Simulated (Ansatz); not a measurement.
**SiH (doublet): the correlation ladder, aug-cc-pVTZ**

Aim: climb from Hartree-Fock through coupled cluster and multireference methods for SiH (doublet) at one geometry and basis, and see what each rung misses.

Method: aug-cc-pVTZ, core rule «outside noble gas», up to 5 orbitals frozen; program: Ansatz 0.2.0, Gaussian basis.

The runs, in order: UHF; CCSD(T) on ROHF; CCSD(T) on UHF; BCCD(T) on ROHF; CCSDT(Q) on ROHF; CCSDT(Q) on UHF; CASSCF and MRCISD+Q, 5 electrons in 5 orbitals; CASSCF and NEVPT2, 5 electrons in 5 orbitals.

19 further runs of the same task are left out: 9 that didn't finish, 10 set aside as unsound or not needed. Runs told in other sessions of the task aren't counted.

**1. The system**

The geometry is a PBE0/def2-TZVPD stationary point (not a proven minimum) of the parent state, kept for this charge and spin.

2 atoms, charge 0, spin multiplicity 2.

Atoms are counted from 1 here; the program's logs count them from 0.

Bond lengths: Si1–H2 1.559 Å.

Coordinates:

```
Si    0.00000    0.00000    0.00000
H     0.00000    0.00000    1.55940
```

In the tables R marks a restricted open-shell determinant and U an unrestricted one; 'valence' is the active space of 5 electrons in 5 orbitals; energies count from the table's Hartree-Fock row.

**2. UHF**

Contents of in.yaml:

```yaml
crystal:
  periodic: [false, false, false]
  atoms:
    - {symbol: Si, position_ang: [0.000000, 0.000000, 0.000000]}
    - {symbol: H, position_ang: [0.000000, 0.000000, 1.559400]}
basis:
  gaussian: {orbitals: aug-cc-pVTZ}
magnetization: {spin_polarized: true, initial_magnetization: 1}
hamiltonian: {xc: hf}
output: {orbitals: {seedname: orbitals}}
```

Run with:

```
> ansatz run in.yaml --threads 1 --pin off --events-out ev --progress --plain --max-ram 2393MiB
```

Standard output:

```text
Functional definition: HF
  name "HF"
  cite "Fock, Z. Phys. 61, 126 (1930) doi:10.1007/BF01340294"
  parent pbe
  exchange = exact_x
  correlation = 0
489 factors; their error is unknown
mean field evaluation 1: about -7875.3715 eV, gradient 5.4e0 eV
mean field evaluation 2: about -7875.7561 eV, gradient 2.0e0 eV
mean field evaluation 4: about -7875.8303 eV, gradient 2.3e-1 eV
mean field evaluation 8: about -7876.0310 eV, gradient 8.1e-4 eV
mean field evaluation 16: about -7876.0152 eV, gradient 4.5e-1 eV
mean field evaluation 32: about -7875.8290 eV, gradient 4.0e-1 eV
mean field evaluation 64: about -7876.0230 eV, gradient 1.8e-1 eV
mean field evaluation 96: about -7876.0309 eV, gradient 4.6e-2 eV
mean field -7876.03107336 eV, -289.4388033803 hartree, gradient 1.9e-6 eV, S^2 0.781897; 3 other end points of the search recorded, 0 dependent functions left out
reference -7876.03107336 eV, -289.4388033803 hartree; 8, 7 occupied and 65, 66 virtual orbitals, 489 factors
Total energy: -7876.03107336 eV, -289.4388033803 hartree
```

Run time: 1.2 s. Hardware: 1 thread of Arm Neoverse V1, shared host.

From the report: ⟨S²⟩ of the determinant 0.782 (pure doublet: 0.75).

**3. CCSD(T) on ROHF**

Contents of in.yaml:

```yaml
crystal:
  periodic: [false, false, false]
  atoms:
    - {symbol: Si, position_ang: [0.000000, 0.000000, 0.000000]}
    - {symbol: H, position_ang: [0.000000, 0.000000, 1.559400]}
basis:
  gaussian: {orbitals: aug-cc-pVTZ}
magnetization: {spin_polarized: false, initial_magnetization: 1}
correlation: {method: ccsd_t, electrons: outside_noble_gas}
output: {forces: true}
```

The command is unchanged.

Standard output, cut to the lines that bear on the results:

```text
Functional definition: HF
  name "HF"
  cite "Fock, Z. Phys. 61, 126 (1930) doi:10.1007/BF01340294"
  parent pbe
[...]
414 factors; integrals over basis functions are off by at most 1.2e-3 eV
[...]
mean field -7875.89620224 eV, -289.4338469581 hartree, gradient 2.2e-6 eV, S^2 0.750000; 2 other end points of the search recorded, 0 dependent functions left out
[...]
5 core orbitals not correlated: weight in the atoms' cores, before any rotation towards them, 1.000 or more for the frozen orbitals, at most 0.000 for the correlated occupied ones
reference -7875.89620224 eV, -289.4338469581 hartree; 3, 2 occupied and 65, 66 virtual orbitals, 414 factors
second order -2.31918567 eV of doubles, -0.07034669 eV of singles
cycle   1  -2.81325081 eV  change   -4.2e-1 eV  update   5.9e-2
[...]
cycle  12  -3.01198276 eV  change   -3.0e-7 eV  update   7.3e-7
perturbative correction -0.09272653 eV, -0.0034076372 hartree
[...]
Total energy: -7879.00091153 eV, -289.5479429200 hartree
Atom 0 at     0.000000     0.000000     0.000000 Å, force    -0.000000    -0.000000     0.418265 eV/Å
Atom 1 at     0.000000     0.000000     1.559400 Å, force     0.000000     0.000000    -0.418265 eV/Å
Dipole moment:    -0.000000    -0.000000     0.006605 e Å
```

Wall time 7 s (1 thread of Arm Neoverse V1, shared host); peak memory 0.33 GiB.

From the report: correlation -3.1047 eV; T1 0.023; largest double amplitude 0.06.

**4. CCSD(T) on UHF**

in.yaml, as its differences from that of step 3:

```diff
@@ -7,3 +7,3 @@
   gaussian: {orbitals: aug-cc-pVTZ}
-magnetization: {spin_polarized: false, initial_magnetization: 1}
+magnetization: {spin_polarized: true, initial_magnetization: 1}
 correlation: {method: ccsd_t, electrons: outside_noble_gas}
```

Same command.

Standard output, cut to the lines that bear on the results:

```text
Functional definition: HF
  name "HF"
  cite "Fock, Z. Phys. 61, 126 (1930) doi:10.1007/BF01340294"
  parent pbe
[...]
414 factors; integrals over basis functions are off by at most 1.2e-3 eV
[...]
mean field -7876.03129454 eV, -289.4388115086 hartree, gradient 1.8e-7 eV, S^2 0.781903; 12 other end points of the search recorded, 0 dependent functions left out
determinant -7876.03129454 eV, -289.4388115086 hartree, with singles and doubles -7878.98933343 eV, -289.5475174328 hartree
determinant -7873.83111463 eV, -289.3579563884 hartree, with singles and doubles -7876.56187658 eV, -289.4583100389 hartree
determinant -7873.76197948 eV, -289.3554157182 hartree, with singles and doubles -7876.41386244 eV, -289.4528706196 hartree
determinant -7872.57814528 eV, -289.3119106141 hartree, with singles and doubles -7875.65871003 eV, -289.4251192806 hartree
[...]
determinant -7876.03124914 eV, -289.4388098400 hartree, with singles and doubles -7878.91404855 eV, -289.5447507646 hartree
5 core orbitals not correlated: weight in the atoms' cores, before any rotation towards them, 1.000 or more for the frozen orbitals, at most 0.000 for the correlated occupied ones
reference -7876.03124914 eV, -289.4388098400 hartree; 3, 2 occupied and 65, 66 virtual orbitals, 414 factors
second order -2.23126502 eV of doubles, -0.00000000 eV of singles
cycle   1  -2.88279815 eV  change    1.3e-6 eV  update   3.0e-6
[...]
cycle   4  -2.88279776 eV  change   -1.4e-7 eV  update   2.6e-7
perturbative correction -0.08729712 eV, -0.0032081101 hartree
[...]
Total energy: -7879.00134402 eV, -289.5479588137 hartree
Atom 0 at     0.000000     0.000000     0.000000 Å, force     0.000000     0.000000     0.418813 eV/Å
Atom 1 at     0.000000     0.000000     1.559400 Å, force    -0.000000    -0.000000    -0.418813 eV/Å
Dipole moment:     0.000000     0.000000     0.006630 e Å
```

Wall time 12 s (1 thread of Arm Neoverse V1, shared host); peak memory 0.33 GiB.

From the report: ⟨S²⟩ of the determinant 0.773 (pure doublet: 0.75); correlation -2.9701 eV; T1 0.020; largest double amplitude 0.06.

**5. BCCD(T) on ROHF**

Contents of in.yaml:

```yaml
crystal:
  periodic: [false, false, false]
  atoms:
    - {symbol: Si, position_ang: [0.000000, 0.000000, 0.000000]}
    - {symbol: H, position_ang: [0.000000, 0.000000, 1.559400]}
basis:
  gaussian: {orbitals: aug-cc-pVTZ}
magnetization: {spin_polarized: false, initial_magnetization: 1}
correlation: {method: bccd_t, electrons: outside_noble_gas}
```

Launched as before.

Standard output, cut to the lines that bear on the results:

```text
Functional definition: HF
  name "HF"
  cite "Fock, Z. Phys. 61, 126 (1930) doi:10.1007/BF01340294"
  parent pbe
[...]
414 factors; integrals over basis functions are off by at most 1.2e-3 eV
[...]
mean field -7875.89620224 eV, -289.4338469581 hartree, gradient 2.2e-6 eV, S^2 0.750000; 2 other end points of the search recorded, 0 dependent functions left out
[...]
5 core orbitals not correlated: weight in the atoms' cores, before any rotation towards them, 1.000 or more for the frozen orbitals, at most 0.000 for the correlated occupied ones
reference -7875.89620224 eV, -289.4338469581 hartree; 3, 2 occupied and 65, 66 virtual orbitals, 414 factors
second order -2.31918567 eV of doubles, -0.07034669 eV of singles
cycle   1  -2.82321123 eV  change   -4.3e-1 eV  update   5.9e-2
[...]
cycle  10  -3.01229108 eV  change   -4.0e-7 eV  update   3.3e-6
perturbative correction -0.09195493 eV, -0.0033792813 hartree
Total energy: -7879.00044825 eV, -289.5479258949 hartree
```

Wall time 2.6 s (1 thread of Arm Neoverse V1, shared host); peak memory 0.25 GiB.

From the report: correlation -3.1042 eV; largest double amplitude 0.06.

**6. CCSDT(Q) on ROHF**

in.yaml, as its differences from that of step 5:

```diff
@@ -8,2 +8,2 @@
 magnetization: {spin_polarized: false, initial_magnetization: 1}
-correlation: {method: bccd_t, electrons: outside_noble_gas}
+correlation: {method: ccsdt_q, electrons: outside_noble_gas}
```

Same command.

Standard output, cut to the lines that bear on the results:

```text
Functional definition: HF
  name "HF"
  cite "Fock, Z. Phys. 61, 126 (1930) doi:10.1007/BF01340294"
  parent pbe
[...]
777 factors; integrals over basis functions are off by at most 2.4e-7 eV
[...]
mean field -7875.89620270 eV, -289.4338469750 hartree, gradient 1.3e-6 eV, S^2 0.750000; 2 other end points of the search recorded, 0 dependent functions left out
[...]
5 core orbitals not correlated: weight in the atoms' cores, before any rotation towards them, 1.000 or more for the frozen orbitals, at most 0.000 for the correlated occupied ones
reference -7875.89620270 eV, -289.4338469750 hartree; 3, 2 occupied and 65, 66 virtual orbitals, 777 factors
second order -2.31920153 eV of doubles, -0.07034671 eV of singles
cycle   1  -2.81325183 eV  change   -4.2e-1 eV  update   6.5e-2
[...]
cycle  16  -3.12699421 eV  change    3.9e-8 eV  update   1.6e-7
perturbative correction -0.00255102 eV, -0.0000937481 hartree
Total energy: -7879.02574792 eV, -289.5488556408 hartree
```

Run time: 36 s. Hardware: 1 thread of Arm Neoverse V1, shared host; peak memory 0.57 GiB.

From the report: correlation -3.1295 eV; T1 0.023; largest double amplitude 0.07.

**7. CCSDT(Q) on UHF**

in.yaml, as its differences from that of step 6:

```diff
@@ -7,3 +7,3 @@
   gaussian: {orbitals: aug-cc-pVTZ}
-magnetization: {spin_polarized: false, initial_magnetization: 1}
+magnetization: {spin_polarized: true, initial_magnetization: 1}
 correlation: {method: ccsdt_q, electrons: outside_noble_gas}
```

Launched as before.

Standard output, cut to the lines that bear on the results:

```text
Functional definition: HF
  name "HF"
  cite "Fock, Z. Phys. 61, 126 (1930) doi:10.1007/BF01340294"
  parent pbe
[...]
777 factors; integrals over basis functions are off by at most 2.4e-7 eV
[...]
mean field -7876.03129509 eV, -289.4388115287 hartree, gradient 3.2e-6 eV, S^2 0.781904; 12 other end points of the search recorded, 0 dependent functions left out
determinant -7876.03129509 eV, -289.4388115287 hartree, with singles and doubles -7878.98934773 eV, -289.5475179584 hartree
determinant -7873.83111577 eV, -289.3579564301 hartree, with singles and doubles -7876.56188662 eV, -289.4583104078 hartree
determinant -7873.76198055 eV, -289.3554157576 hartree, with singles and doubles -7876.41388587 eV, -289.4528714806 hartree
determinant -7872.57814617 eV, -289.3119106468 hartree, with singles and doubles -7875.65872195 eV, -289.4251197184 hartree
determinant -7876.03124968 eV, -289.4388098599 hartree, with singles and doubles -7878.99210744 eV, -289.5476193757 hartree
determinant -7876.03129509 eV, -289.4388115287 hartree, with singles and doubles -7878.91374312 eV, -289.5447395399 hartree
determinant -7876.03124968 eV, -289.4388098599 hartree, with singles and doubles -7878.91405350 eV, -289.5447509465 hartree
5 core orbitals not correlated: weight in the atoms' cores, before any rotation towards them, 1.000 or more for the frozen orbitals, at most 0.000 for the correlated occupied ones
reference -7876.03124968 eV, -289.4388098599 hartree; 3, 2 occupied and 65, 66 virtual orbitals, 777 factors
second order -2.23128052 eV of doubles, -0.00000000 eV of singles
cycle   1  -2.65460541 eV  change   -4.2e-1 eV  update   6.7e-2
[...]
cycle  15  -2.99279500 eV  change    5.1e-7 eV  update   2.6e-7
perturbative correction -0.00245973 eV, -0.0000903932 hartree
Total energy: -7879.02650440 eV, -289.5488834408 hartree
```

Wall time 40 s (1 thread of Arm Neoverse V1, shared host); peak memory 0.55 GiB.

From the report: ⟨S²⟩ of the determinant 0.773 (pure doublet: 0.75); correlation -2.9953 eV; T1 0.020; largest double amplitude 0.07.

**8. CASSCF and MRCISD+Q, 5 electrons in 5 orbitals**

Contents of in.yaml:

```yaml
crystal:
  periodic: [false, false, false]
  atoms:
    - {symbol: Si, position_ang: [0.000000, 0.000000, 0.000000]}
    - {symbol: H, position_ang: [0.000000, 0.000000, 1.559400]}
basis:
  gaussian: {orbitals: aug-cc-pVTZ}
magnetization: {spin_polarized: false, initial_magnetization: 1}
correlation: {method: fic_mrcisd_q, electrons: outside_noble_gas, active_space: {window: {electrons: 5, orbitals: 5}, shells: [{species: H, l: s, shell: 1}, {species: Si, l: s, shell: 3}, {species: Si, l: p, shell: 3}]}}
```

Same command.

Standard output, cut to the lines that bear on the results:

```text
Functional definition: HF
  name "HF"
  cite "Fock, Z. Phys. 61, 126 (1930) doi:10.1007/BF01340294"
  parent pbe
[...]
777 factors; integrals over basis functions are off by at most 2.4e-7 eV
[...]
mean field -7875.89620270 eV, -289.4338469750 hartree, gradient 1.3e-6 eV, S^2 0.750000; 2 other end points of the search recorded, 0 dependent functions left out
reference -7875.89620270 eV, -289.4338469750 hartree; 8, 7 occupied and 65, 66 virtual orbitals, 777 factors
state -7876.83785556 eV, -289.4684520794 hartree
contracted CI cycle   1: correlation 0.00000000 eV, 0.0000000000 hartree, residual 1.06e1 eV
contracted CI cycle   2: correlation -1.94742477 eV, -0.0715665402 hartree, residual 2.59e0 eV
contracted CI cycle   3: correlation -2.05928793 eV, -0.0756774357 hartree, residual 7.14e-1 eV
contracted CI cycle   4: correlation -2.06705355 eV, -0.0759628168 hartree, residual 2.25e-1 eV
contracted CI cycle   5: correlation -2.06775115 eV, -0.0759884533 hartree, residual 6.73e-2 eV
contracted CI cycle   6: correlation -2.06781819 eV, -0.0759909168 hartree, residual 1.97e-2 eV
contracted CI cycle   7: correlation -2.06782399 eV, -0.0759911302 hartree, residual 5.79e-3 eV
contracted CI cycle   8: correlation -2.06782452 eV, -0.0759911495 hartree, residual 1.84e-3 eV
contracted CI cycle   9: correlation -2.06782457 eV, -0.0759911514 hartree, residual 5.81e-4 eV
state -7876.83785556 eV, -289.4684520794 hartree; corrected -7879.02070453 eV, -289.5486702993 hartree
Total energy: -7879.02070453 eV, -289.5486702993 hartree
Checks for a lower state left out: starts, orbital_swaps
```

It took 2.1 s on 1 thread of Arm Neoverse V1, shared host.

From the report: 24 determinants; active occupations 1.98, 1.93, 1.00, 0.07, 0.03.

**9. CASSCF and NEVPT2, 5 electrons in 5 orbitals**

Contents of in.yaml:

```yaml
crystal:
  periodic: [false, false, false]
  atoms:
    - {symbol: Si, position_ang: [0.000000, 0.000000, 0.000000]}
    - {symbol: H, position_ang: [0.000000, 0.000000, 1.559400]}
basis:
  gaussian: {orbitals: aug-cc-pVTZ}
magnetization: {spin_polarized: false, initial_magnetization: 1}
correlation: {method: sc_nevpt2, electrons: outside_noble_gas, active_space: {window: {electrons: 5, orbitals: 5}, shells: [{species: H, l: s, shell: 1}, {species: Si, l: s, shell: 3}, {species: Si, l: p, shell: 3}]}}
```

Same command.

Standard output:

```text
Functional definition: HF
  name "HF"
  cite "Fock, Z. Phys. 61, 126 (1930) doi:10.1007/BF01340294"
  parent pbe
  exchange = exact_x
  correlation = 0
777 factors; integrals over basis functions are off by at most 2.4e-7 eV
mean field evaluation 1: about -7875.5188 eV, gradient 6.4e0 eV
mean field evaluation 2: about -7875.5200 eV, gradient 6.4e0 eV
mean field evaluation 4: about -7875.8935 eV, gradient 6.0e-1 eV
mean field evaluation 8: about -7875.8962 eV, gradient 1.4e-4 eV
mean field evaluation 16: about -7875.8962 eV, gradient 1.1e-4 eV
mean field -7875.89620270 eV, -289.4338469750 hartree, gradient 1.3e-6 eV, S^2 0.750000; 2 other end points of the search recorded, 0 dependent functions left out
reference -7875.89620270 eV, -289.4338469750 hartree; 8, 7 occupied and 65, 66 virtual orbitals, 777 factors
state -7876.83785556 eV, -289.4684520794 hartree
state -7876.83785556 eV, -289.4684520794 hartree; corrected -7878.38978856 eV, -289.5254845652 hartree
Total energy: -7878.38978856 eV, -289.5254845652 hartree
Checks for a lower state left out: starts, orbital_swaps
```

It took 1.3 s on 1 thread of Arm Neoverse V1, shared host.

From the report: 24 determinants; active occupations 1.98, 1.93, 1.00, 0.07, 0.03.

**10. How many determinants matter**

Natural occupations of the CASSCF valence state about the gap (report; correlated orbitals 1 to 5): 1.978, 1.926, 1.000, 0.068, 0.028. The count of effectively unpaired electrons, Σ n²(2 − n)², is 1.04; a single determinant of this spin has 1.

**11. The ladder**

The yardstick is UCCSDT(Q), where the cluster series has nearly closed. Rows without a time are mean-field rows or come out of runs for another level: lower rungs of the coupled-cluster runs, CASSCF and MRCISD of the multireference runs, or the Hartree-Fock search. The times of RCCSD(T), UCCSD(T) include forces.

```tsv
method	energy from the lowest ROHF (meV)	from UCCSDT(Q) (meV)	time
ROHF	0.0	+3130.3	
UHF	-135.0	+2995.3	
RMP2	-2389.5	+740.8	
UMP2	-2366.3	+764.0	
RCCSD	-3012.0	+118.3	
UCCSD	-3017.8	+112.5	
RCCSD(T)	-3104.7	+25.6	7 s
UCCSD(T)	-3105.1	+25.2	12 s
BCCD(T)	-3104.2	+26.1	2.6 s
RCCSDT	-3127.0	+3.3	
UCCSDT	-3127.8	+2.5	
RCCSDT(Q)	-3129.5	+0.8	36 s
UCCSDT(Q)	-3130.3	0	40 s
CASSCF valence	-941.7	+2188.6	
NEVPT2 valence	-2493.6	+636.7	1.3 s
MRCISD valence	-3009.5	+120.8	
MRCISD+Q valence	-3124.5	+5.8	2.1 s
```

Among the levels timed on like hardware and quicker than the yardstick, those that no quicker one beats, quickest first: NEVPT2 valence (1.3 s, +636.7 meV); MRCISD+Q valence (2.1 s, +5.8 meV); RCCSDT(Q) (36 s, +0.8 meV).

**12. What came out**

| quantity | value |
| --- | --- |
| UCCSDT(Q) from the ROHF energy | -3.1303 eV |
| RMP2 from UCCSDT(Q) | +740.8 meV |
| UMP2 from UCCSDT(Q) | +764.0 meV |
| RCCSD from UCCSDT(Q) | +118.3 meV |
| RCCSD(T) from UCCSDT(Q) | +25.6 meV |
| UCCSD(T) from UCCSDT(Q) | +25.2 meV |
| RCCSDT(Q) from UCCSDT(Q) | +0.8 meV |
| NEVPT2 valence from UCCSDT(Q) | +636.7 meV |
| MRCISD+Q valence from UCCSDT(Q) | +5.8 meV |
| levels within 1 kcal/mol (43 meV) | RCCSD(T), UCCSD(T), BCCD(T), RCCSDT, UCCSDT, RCCSDT(Q), MRCISD+Q valence |
| T1 diagnostic | 0.023 |
| effectively unpaired electrons | 1.04 |

What this shows: RCCSD(T) lands +25.6 meV from the yardstick (0.8 % of the correlation energy). One determinant dominates. Of the multireference levels listed MRCISD+Q valence comes nearest in total energy (+5.8 meV), which doesn't show that its space is the better one. These misses are within one basis, not against nature; the frozen cores of restricted and unrestricted runs differ, which can shift their rows.

For cost: RCCSDT(Q) gets within 0.8 meV in 36 s, where UCCSDT(Q) took 40 s; the quickest level in the cost chart, NEVPT2 valence, takes 1.3 s and misses by 636.7 meV.
